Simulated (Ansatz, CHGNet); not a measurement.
How the volume per atom of hexagonal BN moves with the method

No measured value is used here.

Put these levels in order of the volume per atom that they give for hexagonal BN, smallest first: CHGNet-r²SCAN (CHGNet), LDA (Ansatz, a first-principles code), PBE (Ansatz), rVV10 (Ansatz).

LDA (8.71 Å³/atom), rVV10 (9.11 Å³/atom), CHGNet-r²SCAN (9.21 Å³/atom), PBE (11.70 Å³/atom)

LDA, PBE: the cell comes from a level without a dispersion term, which matters for the spacing of layers, chains or molecules. Cutoffs differ between the levels. Ansatz's density-functional and Hartree–Fock values are scalar-relativistic unless marked +SOC, with PAW data made under PBE.

Machine-learned potentials (CHGNet-r²SCAN) are trained on DFT data, which may include these solids.
